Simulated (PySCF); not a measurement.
Species: C4H7N.
Atom-mapped SMILES: `[NH2:1][C@@H:2]1[C@H:3]2[CH2:4][C@@H:5]12` (hydrogens: H6, H7 on N1; H8 on C2; H9 on C3; H10, H11 on C4; H12 on C5)

The same species was optimised twice, with GFN2-xTB and with PBE0-D3(BJ)/def2-SVP (PySCF), and the same property calculations (PySCF, gas phase) were run on both structures.

| coordinate | GFN2-xTB | PBE0-D3(BJ)/def2-SVP | change |
| --- | --- | --- | --- |
| C3–H9 (Å) | 1.069 | 1.090 | +0.021 |
| C5–H12 (Å) | 1.070 | 1.090 | +0.020 |
| C4–H11 (Å) | 1.085 | 1.101 | +0.016 |
| C2–H8 (Å) | 1.089 | 1.103 | +0.014 |
| C4–H10 (Å) | 1.082 | 1.095 | +0.013 |
| C4–C5 (Å) | 1.494 | 1.487 | -0.007 |
| C2–C3 (Å) | 1.494 | 1.487 | -0.007 |
| C3–C4 (Å) | 1.494 | 1.489 | -0.005 |
| N1–H6 (Å) | 1.014 | 1.018 | +0.004 |
| N1–C2 (Å) | 1.429 | 1.425 | -0.004 |
| N1–H7 (Å) | 1.013 | 1.017 | +0.004 |
| C3–C5 (Å) | 1.494 | 1.491 | -0.003 |
| C2–C5 (Å) | 1.509 | 1.506 | -0.003 |
| C5–C3–H9 (°) | 134.0 | 130.9 | -3.1 |
| C3–C5–H12 (°) | 133.3 | 130.3 | -3.0 |
| C2–C5–H12 (°) | 132.0 | 129.6 | -2.4 |
| C2–C3–C4 (°) | 96.9 | 99.2 | +2.3 |
| C2–C5–C4 (°) | 96.2 | 98.4 | +2.2 |
| C2–C3–H9 (°) | 131.4 | 129.5 | -1.9 |
| H6–N1–H7 (°) | 108.7 | 107.3 | -1.4 |
| C4–C3–H9 (°) | 131.4 | 130.2 | -1.2 |

Rotational constants: A = 15986, B = 3941, C = 3788 MHz (GFN2-xTB) against A = 16218, B = 3930, C = 3777 MHz (PBE0-D3(BJ)/def2-SVP). Atoms that the bonding makes alike are paired by their places after alignment.

On the GFN2-xTB structure: lowest singlet, TDDFT (eV) 6.53 [wB97X-D/def2-SVPD]; lowest triplet, Tamm–Dancoff (eV) 6.33 [wB97X-D/def2-SVPD]; isotropic polarisability (au) 52.3 [wB97X-D/def2-SVPD]; HOMO (eV) -8.59 [wB97X-D/def2-SVPD]; LUMO (eV) 2.62 [wB97X-D/def2-SVPD]; dipole (D) 1.47 [wB97X-D/def2-SVPD]; HOMO (eV) -6.60 [PBE0/pcSseg-1]; LUMO (eV) 1.63 [PBE0/pcSseg-1]; dipole (D) 1.59 [PBE0/pcSseg-1]; GIAO shielding of N1 (ppm) 221.5 [PBE0/pcSseg-1]; GIAO shielding of C2 (ppm) 131.4 [PBE0/pcSseg-1]; GIAO shielding of C3/C5 (mean) (ppm) 183.0 [PBE0/pcSseg-1]; GIAO shielding of C4 (ppm) 167.6 [PBE0/pcSseg-1].

Problem. What do these properties become on the PBE0-D3(BJ)/def2-SVP structure?

Solution. 
| property | level | on GFN2-xTB | on PBE0-D3(BJ)/def2-SVP | change |
| --- | --- | --- | --- | --- |
| lowest singlet, TDDFT (eV) | wB97X-D/def2-SVPD | 6.53 | 6.59 | +0.06 |
| lowest triplet, Tamm–Dancoff (eV) | wB97X-D/def2-SVPD | 6.33 | 6.39 | +0.06 |
| isotropic polarisability (au) | wB97X-D/def2-SVPD | 52.3 | 52.9 | +0.6 |
| HOMO (eV) | wB97X-D/def2-SVPD | -8.59 | -8.67 | -0.08 |
| LUMO (eV) | wB97X-D/def2-SVPD | 2.62 | 2.60 | -0.02 |
| dipole (D) | wB97X-D/def2-SVPD | 1.47 | 1.52 | +0.05 |
| energy, GFN2-xTB geometry as zero (kcal/mol) | wB97X-D/def2-SVPD | 0.0 | -0.8 | -0.8 |
| HOMO (eV) | PBE0/pcSseg-1 | -6.60 | -6.68 | -0.08 |
| LUMO (eV) | PBE0/pcSseg-1 | 1.63 | 1.56 | -0.07 |
| dipole (D) | PBE0/pcSseg-1 | 1.59 | 1.65 | +0.06 |
| energy, GFN2-xTB geometry as zero (kcal/mol) | PBE0/pcSseg-1 | 0.0 | -0.7 | -0.7 |
| GIAO shielding of N1 (ppm) | PBE0/pcSseg-1 | 221.5 | 220.5 | -1.0 |
| GIAO shielding of C2 (ppm) | PBE0/pcSseg-1 | 131.4 | 129.6 | -1.8 |
| GIAO shielding of C3/C5 (mean) (ppm) | PBE0/pcSseg-1 | 183.0 | 181.6 | -1.4 |
| GIAO shielding of C4 (ppm) | PBE0/pcSseg-1 | 167.6 | 164.4 | -3.2 |

The heavy atoms differ by 0.026 Å rms after alignment (one structure mirrored). Among all bonds C3–H9 and C5–H12 change most and about equally (+0.020 to +0.021 Å). Changes are differences of the printed values. Neither structure is proved a minimum here.

Conformer computed: `[NH2:1][C@@H:2]1[C@H:3]2[CH2:4][C@@H:5]12`: H–N1–C2–C3 41°, H–N1–C2–C3 161°.

The pairwise dispersion term of wB97X-D wasn't added to the energies; at a given geometry it leaves orbitals and properties as they are.
